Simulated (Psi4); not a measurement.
Psi4 input (wB97X-D/6-31G*):

```
memory 1500 MB

molecule {
0 3
F     0.03923562    1.10057360   -0.27954166
O    -0.01962367    0.00815420    0.59730772
F    -0.02179237   -1.10782178   -0.25139853
symmetry c1
no_reorient
no_com
}

set {
  basis 6-31G*
  reference uks
  scf_type pk
  dft_radial_points 99
  dft_spherical_points 590
  e_convergence 1e-8
  d_convergence 1e-7
  maxiter 150
}

e = energy('wb97x-d')
print_out(f'\nFINAL {e:.10f} DIPOLE {variable("CURRENT DIPOLE")[0]:.6f} {variable("CURRENT DIPOLE")[1]:.6f} {variable("CURRENT DIPOLE")[2]:.6f}\n')
```

Output:

```
   => Loading Basis Set <=

    Name: 6-31G*
    Role: ORBITAL
    Keyword: BASIS
    atoms 1, 3 entry F          line   162 file 6-31gs.gbs
    atoms 2    entry O          line   145 file 6-31gs.gbs

   => WB97X-D: Empirical Dispersion <=

    Chai and Head-Gordon Dispersion Correction
    Chai, J.-D.; Head-Gordon, M. (2010), J. Chem. Phys., 132: 6615-6620

        s6 =       1.000000

         ---------------------------------------------------------
                                   SCF
               by Justin Turney, Rob Parrish, Andy Simmonett
                          and Daniel G. A. Smith
                              UKS Reference
         ---------------------------------------------------------

  ==> Geometry <==

    Molecular point group: c1
    Full point group: C1

    Geometry (in Angstrom), charge = 0, multiplicity = 3:

       Center              X                  Y                   Z               Mass
    ------------   -----------------  -----------------  -----------------  -----------------
         F            0.039235620000     1.100573600000    -0.279541660000    18.998403162730
         O           -0.019623670000     0.008154200000     0.597307720000    15.994914619570
         F           -0.021792370000    -1.107821780000    -0.251398530000    18.998403162730

  Running in c1 symmetry.

  Rotational constants: A =      2.00805  B =      0.36354  C =      0.30781 [cm^-1]
  Rotational constants: A =  60199.83461  B =  10898.69339  C =   9228.03267 [MHz]
  Nuclear repulsion =   73.750847579152051

  Charge       = 0
  Multiplicity = 3
  Electrons    = 26
  Nalpha       = 14
  Nbeta        = 12

  ==> Algorithm <==

  SCF Algorithm Type is PK.
  DIIS enabled.
  MOM disabled.
  Fractional occupation disabled.
  Guess Type is SAD.
  Energy threshold   = 1.00e-08
  Density threshold  = 1.00e-07
  Integral threshold = 1.00e-12

  ==> Primary Basis <==

  Basis Set: 6-31G*
    Blend: 6-31G*
    Number of shells: 18
    Number of basis functions: 45
    Number of Cartesian functions: 45
    Spherical Harmonics?: false
    Max angular momentum: 2

  ==> DFT Potential <==

   => LibXC <=

    Version 7.1.2
    S. Lehtola, C. Steigemann, M. J. T. Oliveira, and M. A. L. Marques,  SoftwareX 7, 1–5 (2018) (10.1016/j.softx.2017.11.002)

   => Composite Functional: WB97X-D <=

    wB97X-D Hyb-GGA Exchange-Correlation Functional

    J.-D. Chai and M. Head-Gordon,  Phys. Chem. Chem. Phys. 10, 6615–6620 (2008) (10.1039/B810189B)

    Deriv               =              1
    GGA                 =           TRUE
    Meta                =          FALSE

    Exchange Hybrid     =           TRUE
    MP2 Hybrid          =          FALSE

   => Exchange-Correlation Functionals <=

    1.0000   wB97X-D range-separated functional

   => Exact (HF) Exchange <=

    0.7780            HF,LR [omega = 0.2000]
    0.2220               HF

   => LibXC Density Thresholds  <==

    XC_HYB_GGA_XC_WB97X_D:  1.00E-14

   => Molecular Quadrature <=

    Radial Scheme          =       TREUTLER
    Pruning Scheme         =           NONE
    Nuclear Scheme         =       TREUTLER

    Blocking Scheme        =         OCTREE
    BS radius alpha        =              1
    Pruning alpha          =              1
    Radial Points          =             99
    Spherical Points       =            590
    Total Points           =         164570
    Total Blocks           =           1279
    Max Points             =            256
    Max Functions          =             45
    Weights Tolerance      =       1.00E-15

  ==> Integral Setup <==

  Using in-core PK algorithm.
   Calculation information:
      Number of atoms:                   3
      Number of AO shells:              18
      Number of primitives:             45
      Number of atomic orbitals:        45
      Number of basis functions:        45

      Integral cutoff                 1.00e-12
      Number of threads:                 1

  Performing in-core PK
  Using 1608390 doubles for integral storage.
  We computed 14322 shell quartets total.
  Whereas there are 14706 unique shell quartets.

  Computing range-separated integrals for PK
  We computed 14322 wK shell quartets total.
  Whereas there are 14706 wK unique shell quartets.

  ==> DiskJK: Disk-Based J/K Matrices <==

    J tasked:                  Yes
    K tasked:                  Yes
    wK tasked:                 Yes
    Omega:               2.000E-01
    Schwarz Cutoff:          1E-12


  Cached 100.0% of DFT collocation blocks in 0.198 [GiB].

  Minimum eigenvalue in the overlap matrix is 6.0257075235E-03.
  Reciprocal condition number of the overlap matrix is 1.2676327112E-03.
    Using symmetric orthogonalization.

  ==> Pre-Iterations <==

  SCF Guess: Superposition of Atomic Densities via on-the-fly atomic UHF (no occupation information).

   -------------------------
    Irrep   Nso     Nmo
   -------------------------
     A         45      45
   -------------------------
    Total      45      45
   -------------------------

  ==> Iterations <==

                        Total Energy        Delta E     RMS |[F,P]|

   @UKS iter SAD:  -273.98121161983204   -2.73981e+02   0.00000e+00
   @UKS iter   1:  -274.40310161837493   -4.21890e-01   7.85114e-03 DIIS/ADIIS
   @UKS iter   2:  -274.34882466593973    5.42770e-02   1.22450e-02 DIIS/ADIIS
   @UKS iter   3:  -274.44683444863261   -9.80098e-02   9.67112e-04 DIIS/ADIIS
   @UKS iter   4:  -274.44766460286786   -8.30154e-04   1.93889e-04 DIIS/ADIIS
   @UKS iter   5:  -274.44778684269409   -1.22240e-04   8.01519e-05 DIIS
   @UKS iter   6:  -274.44781197140799   -2.51287e-05   3.92218e-05 DIIS
   @UKS iter   7:  -274.44781989473506   -7.92333e-06   1.18039e-05 DIIS
   @UKS iter   8:  -274.44782063776444   -7.43029e-07   1.93115e-06 DIIS
   @UKS iter   9:  -274.44782065253622   -1.47718e-08   4.97349e-07 DIIS
   @UKS iter  10:  -274.44782065381594   -1.27972e-09   1.84638e-07 DIIS
   @UKS iter  11:  -274.44782065398351   -1.67574e-10   1.21886e-07 DIIS
   @UKS iter  12:  -274.44782065399806   -1.45519e-11   5.76898e-08 DIIS
  Energy and wave function converged.

  ==> Post-Iterations <==

   Electrons on quadrature grid:
      Nalpha   =   14.0000000909 ; deviation = 9.092e-08
      Nbeta    =   12.0000000948 ; deviation = 9.478e-08
      Ntotal   =   26.0000001857 ; deviation = 1.857e-07

   @Spin Contamination Metric:   9.945172669E-03
   @S^2 Expected:                2.000000000E+00
   @S^2 Observed:                2.009945173E+00
   @S   Expected:                1.000000000E+00
   @S   Observed:                1.000000000E+00

    Orbital Energies [Eh]
    ---------------------

    Alpha Occupied:

       1A    -24.876948     2A    -24.876934     3A    -19.513438
       4A     -1.447752     5A     -1.324456     6A     -1.078732
       7A     -0.715016     8A     -0.689689     9A     -0.674158
      10A     -0.545869    11A     -0.524413    12A     -0.513905
      13A     -0.468761    14A     -0.290385

    Alpha Virtual:

      15A      0.002119    16A      0.778791    17A      0.843475
      18A      0.875587    19A      0.880532    20A      1.147840
      21A      1.157983    22A      1.239641    23A      1.244185
      24A      1.275050    25A      1.394597    26A      1.515819
      27A      1.533347    28A      1.540943    29A      1.565833
      30A      1.649173    31A      1.905542    32A      1.927170
      33A      1.931205    34A      1.937536    35A      2.098174
      36A      2.130509    37A      2.194624    38A      2.462883
      39A      2.471366    40A      2.701691    41A      3.162230
      42A      3.191989    43A      3.443733    44A      3.952891
      45A      3.961219

    Beta Occupied:

       1A    -24.860723     2A    -24.860721     3A    -19.477743
       4A     -1.387591     5A     -1.282643     6A     -1.000733
       7A     -0.669055     8A     -0.620667     9A     -0.578764
      10A     -0.498544    11A     -0.484831    12A     -0.482442

    Beta Virtual:

      13A     -0.118992    14A      0.062868    15A      0.079959
      16A      0.797133    17A      0.861905    18A      0.913260
      19A      0.946531    20A      1.164882    21A      1.175685
      22A      1.267305    23A      1.272181    24A      1.306518
      25A      1.405507    26A      1.532063    27A      1.556253
      28A      1.568600    29A      1.600971    30A      1.673784
      31A      1.917472    32A      1.935166    33A      1.942725
      34A      1.960184    35A      2.146132    36A      2.148270
      37A      2.215162    38A      2.496526    39A      2.516566
      40A      2.728206    41A      3.199003    42A      3.220778
      43A      3.477825    44A      3.967554    45A      3.984684

    Final Occupation by Irrep:
              A
    DOCC [    12 ]
    SOCC [     2 ]
    NA   [    14 ]
    NB   [    12 ]

  @UKS Final Energy:  -274.44782065399806

   => Energetics <=

    Nuclear Repulsion Energy =             73.7508475791520510
    One-Electron Energy =                -528.4190136828027562
    Two-Electron Energy =                 201.0131333033414194
    DFT Exchange-Correlation Energy =     -20.7927176721122606
    Empirical Dispersion Energy =          -0.0000701815765354
    VV10 Nonlocal Energy =                  0.0000000000000000
    Total Energy =                       -274.4478206539980647

  UHF NO Occupations:
  HONO-2 :   12  A 1.9971948
  HONO-1 :   13  A 1.0000000
  HONO-0 :   14  A 1.0000000
  LUNO+0 :   15  A 0.0028052
  LUNO+1 :   16  A 0.0009502
  LUNO+2 :   17  A 0.0006085
  LUNO+3 :   18  A 0.0002431

Computation Completed

Properties will be evaluated at   0.000000,   0.000000,   0.000000 [a0]

Properties computed using the SCF density matrix

 Multipole Moments:

 ------------------------------------------------------------------------------------
     Multipole            Electronic (a.u.)      Nuclear  (a.u.)        Total (a.u.)
 ------------------------------------------------------------------------------------

 L = 1.  Multiply by 2.5417464519 to convert [e a0] to [Debye]
 Dipole X            :         -0.0093417           -0.0000002           -0.0093419
 Dipole Y            :          0.0038817           -0.0000000            0.0038817
 Dipole Z            :          0.2843506            0.0000001            0.2843507
 Magnitude           :                                                    0.2845306

 ------------------------------------------------------------------------------------

FINAL -274.4478206540 DIPOLE -0.009342 0.003882 0.284351

*** Psi4 exiting successfully. Buy a developer a beer!
```
